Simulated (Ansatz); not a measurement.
# SiNH3 (triplet): wave-function methods side by side at distance N1–H4 along a hydrogen transfer = 1.514 Å, cc-pVDZ

An exercise on one series of results from a longer session: the logs are not shown, and one member is left open.

Computed with Ansatz 0.2.0, Gaussian basis. Level: cc-pVDZ, core rule «outside noble gas», up to 6 orbitals frozen.

The runs, in order: UHF; CCSD(T) on ROHF; CCSD(T) on UHF; BCCD(T) on ROHF; CISD; CCSDT(Q) on ROHF; CCSDT(Q) on UHF; CASSCF and MRCISD+Q, 4 electrons in 4 orbitals; CASSCF and NEVPT2, 4 electrons in 4 orbitals.

7 further runs of the same task are left out: 6 that didn't finish, 1 set aside as unsound or not needed.

### What is computed

The geometry derives from fragments relaxed apart (PBE0/def2-TZVP) and kept rigid, so it is no stationary point. A hydrogen atom is moved between rigid fragments.

5 atoms, charge 0, spin multiplicity 3.

Atoms are counted from 1 here; the program's logs count them from 0.

Bond lengths: N1–H2 1.012 Å, N1–H3 1.012 Å, H4–Si5 1.640 Å. Angles: H2–N1–H3 107.1°.

The first run:

File in.yaml:

```yaml
crystal:
  periodic: [false, false, false]
  atoms:
    - {symbol: N, position_ang: [-1.983961, -0.012635, -0.019666]}
    - {symbol: H, position_ang: [-2.281240, 0.955198, -0.019665]}
    - {symbol: H, position_ang: [-2.281240, -0.414935, 0.860594]}
    - {symbol: H, position_ang: [-0.469961, -0.012635, -0.019666]}
    - {symbol: Si, position_ang: [1.170039, -0.012634, -0.019666]}
basis:
  gaussian: {orbitals: cc-pVDZ}
magnetization: {spin_polarized: true, initial_magnetization: 2}
hamiltonian: {xc: hf}
output: {orbitals: {seedname: orbitals}}
```

On the command line:

```bash
ansatz run in.yaml --threads 1 --pin off --events-out ev --progress --plain --max-ram 2393MiB
```

Among the steps run: UHF; CCSD(T) on ROHF; CCSD(T) on UHF; BCCD(T) on ROHF; CISD; CCSDT(Q) on ROHF; CCSDT(Q) on UHF; CASSCF and MRCISD+Q, 4 electrons in 4 orbitals; CASSCF and NEVPT2, 4 electrons in 4 orbitals.

One table of the session follows, with a row left open; its other results are not shown here.

| method | from UCCSDT(Q) (meV) |
| --- | --- |
| ROHF | +7966.5 |
| UHF | +7612.8 |
| RMP2 | +1432.5 |
| UMP2 | +1471.8 |
| CISD | +1007.0 |
| RCCSD | ? |
| UCCSD | +252.4 |
| RCCSD(T) | +58.0 |
| UCCSD(T) | +59.7 |
| BCCD(T) | +53.8 |
| RCCSDT | +17.3 |
| UCCSDT | +16.8 |
| RCCSDT(Q) | +0.1 |
| UCCSDT(Q) | 0 |
| CASSCF pair | +7338.6 |
| NEVPT2 pair | +1245.6 |
| MRCISD pair | +833.8 |
| MRCISD+Q pair | +125.9 |

Estimate the missing values for RCCSD.

The run gave: from UCCSDT(Q) (meV): +259.9. In the column «from UCCSDT(Q) (meV)» it lies between UCCSD (+252.4) and MRCISD pair (+833.8).

Among the levels timed on like hardware and quicker than the yardstick, those that no quicker one beats, quickest first: NEVPT2 pair (3.1 s, +1245.6 meV); MRCISD+Q pair (3.6 s, +125.9 meV); BCCD(T) (12 s, +53.8 meV); RCCSDT(Q) (68 s, +0.1 meV).

To keep in mind: Of the multireference levels listed MRCISD+Q pair comes nearest in total energy (+125.9 meV), which doesn't show that its space is the better one. Restricted and unrestricted rows rest on different reference determinants; where their highest levels disagree by more than a few hundredths of an eV, they describe different states and don't form one ladder.
